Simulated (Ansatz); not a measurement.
Species: C₂H₄Cl, charge 0, doublet. C2H4Cl (SMILES C[CH]Cl, doublet).
B3LYP-D3(BJ)/def2-TZVP minimum from Ansatz (a quantum-chemistry and plane-wave program):
```
C
H 1 1.0912
H 1 1.0933 2 108.56
H 1 1.0987 2 107.78 3 -115.43
C 1 1.4786 2 109.97 4 -122.43
H 5 1.0789 1 123.97 2 25.15
Cl 5 1.7172 6 114.58 1 -163.45
```
Charge 0, spin multiplicity 2.

Total energies in hartree (Ansatz). Open shells are spin-unrestricted; no spin-orbit coupling. Cores are frozen in correlated methods. No relativity. For partners of very few electrons the exact lower level stands in for a higher one.

```tsv
species	HF/cc-pV(T+d)Z	CCSD(T)/cc-pV(T+d)Z	HF/cc-pV(Q+d)Z	CCSD(T)/cc-pV(Q+d)Z	CCSD(T)/cc-pV(D+d)Z	CCSDT(Q)/cc-pV(D+d)Z
1: C2H4Cl (SMILES [CH](Cl)C, doublet)	-537.57109	-538.14570	-537.57990	-538.19233	-537.98845	-537.99019
2: C (triplet)	-37.69157	-37.78076	-37.69331	-37.78654	-37.76038	-37.76071
3: Cl (doublet)	-459.48556	-459.67356	-459.48916	-459.69449	-459.60403	-459.60445
4: H (doublet)	-0.49981	-0.49981	-0.49995	-0.49995	-0.49928	-0.49928
```

Question: Work out the atomisation energy (electronic, to ground-state atoms) in kcal/mol: take Hartree-Fock from cc-pV(Q+d)Z, extrapolate the CCSD(T) correlation energy as X^-3 (X = 3, 4), and add CCSDT(Q) - CCSD(T) in cc-pV(D+d)Z. 1 hartree = 627.51 kcal/mol.

Answer: 
Species 1: correlation (64·(-0.61243) - 27·(-0.57461))/37 = -0.64003; step -0.00174; E1 = -537.57990 + (-0.64003) + (-0.00174) = -538.22167
Species 2: correlation (64·(-0.09323) - 27·(-0.08919))/37 = -0.09618; step -0.00033; E2 = -37.69331 + (-0.09618) + (-0.00033) = -37.78982
Species 3: correlation (64·(-0.20533) - 27·(-0.18800))/37 = -0.21798; step -0.00042; E3 = -459.48916 + (-0.21798) + (-0.00042) = -459.70756
Species 4: correlation (64·(0.00000) - 27·(0.00000))/37 = 0.00000; step +0.00000; E4 = -0.49995 + (0.00000) + (+0.00000) = -0.49995
-1·E1 +2·E2 +1·E3 +4·E4 = 0.93467 hartree = 586.5 kcal/mol.
